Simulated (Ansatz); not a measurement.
System: hcp Sc. Method: PBE (Ansatz, a first-principles code, PAW).

Numerical settings: plane-wave cutoff 520 eV, 16×16×10 k mesh (along the axes of the cell as run), Fermi–Dirac smearing 0.1 eV, perturbation theory, force constants from a 4×4×2 q mesh, scalar-relativistic PAW data made under PBE.

Computed at the level's own relaxed cell. Harmonic vibrational thermodynamics at fixed volume:

```csv
T (K),S_vib (J/K per mol of atoms),C_V (J/K per mol of atoms),F_vib (eV/atom)
0,0.00,0.00,0.0294
100,(withheld),(withheld),(withheld)
200,(withheld),(withheld),(withheld)
400,(withheld),(withheld),(withheld)
600,(withheld),(withheld),(withheld)
900,(withheld),(withheld),(withheld)
1000,(withheld),(withheld),(withheld)
```

Question: Complete the blanks.

Answer: 
- 100, S_vib (J/K per mol of atoms): 10.40
- 100, C_V (J/K per mol of atoms): 16.40
- 100, F_vib (eV/atom): 0.0259
- 200, S_vib (J/K per mol of atoms): 24.12
- 200, C_V (J/K per mol of atoms): 22.29
- 200, F_vib (eV/atom): 0.0075
- 400, S_vib (J/K per mol of atoms): 40.39
- 400, C_V (J/K per mol of atoms): 24.24
- 400, F_vib (eV/atom): -0.0611
- 600, S_vib (J/K per mol of atoms): 50.30
- 600, C_V (J/K per mol of atoms): 24.63
- 600, F_vib (eV/atom): -0.1557
- 900, S_vib (J/K per mol of atoms): 60.33
- 900, C_V (J/K per mol of atoms): 24.80
- 900, F_vib (eV/atom): -0.3288
- 1000, S_vib (J/K per mol of atoms): 62.94
- 1000, C_V (J/K per mol of atoms): 24.83
- 1000, F_vib (eV/atom): -0.3927

The crystal is taken as a harmonic solid at every temperature: melting, phase changes and thermal expansion are not seen, nor the electrons' share in a metal.
